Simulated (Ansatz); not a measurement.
Input file:

```yaml
crystal:
  periodic: [false, false, false]
  atoms:
    - {symbol: C, position_ang: [0.000000, 0.000000, 0.054784]}
    - {symbol: H, position_ang: [0.000000, 0.683459, -0.895251]}
    - {symbol: H, position_ang: [0.000000, 0.000000, 1.137696]}
    - {symbol: H, position_ang: [0.000000, -0.683459, -0.895251]}
basis:
  gaussian: {orbitals: cc-pVDZ}
total_charge: 1
magnetization: {spin_polarized: false, initial_magnetization: 2}
correlation: {method: fic_nevpt4_sd, electrons: outside_noble_gas, active_space: {window: {electrons: 6, orbitals: 7}, shells: [{species: C, l: s, shell: 2}, {species: C, l: p, shell: 2}, {species: H, l: s, shell: 1}]}}
```

```sh
$ ansatz run in.yaml --threads 1 --pin off --events-out ev --progress --plain --max-ram 2393MiB
```

(1) Roughly how long does this take on 1 thread of Arm Neoverse V2, shared host, and how much host memory?

```
510 factors; integrals over basis functions are off by at most 2.3e-7 eV
mean field evaluation 1: about -1063.1879 eV, gradient 1.5e1 eV
mean field evaluation 2: about -1063.1881 eV, gradient 1.5e1 eV
mean field evaluation 4: about -1063.8932 eV, gradient 9.3e-1 eV
mean field evaluation 8: about -1063.8969 eV, gradient 8.1e-5 eV
mean field -1063.89689088 eV, -39.0974896048 hartree, gradient 8.1e-7 eV, S^2 2.000000; 0 other end points of the search recorded, 0 dependent functions left out
reference -1063.89689088 eV, -39.0974896048 hartree; 5, 3 occupied and 24, 26 virtual orbitals, 510 factors
state -1065.35274869 eV, -39.1509913922 hartree
state -1065.35274869 eV, -39.1509913922 hartree; corrected -1067.37936262 eV, -39.2254680804 hartree
Total energy: -1067.37936262 eV, -39.2254680804 hartree
Checks for a lower state left out: starts, orbital_swaps
```

Natural occupations: 1.9741 1.9697 1.0000 0.9982 0.0292 0.0153 0.0135.

For the same geometry and basis full CI lies 37.6 meV lower.

Answers

(1) 0.75 s wall and 0.13 GiB.
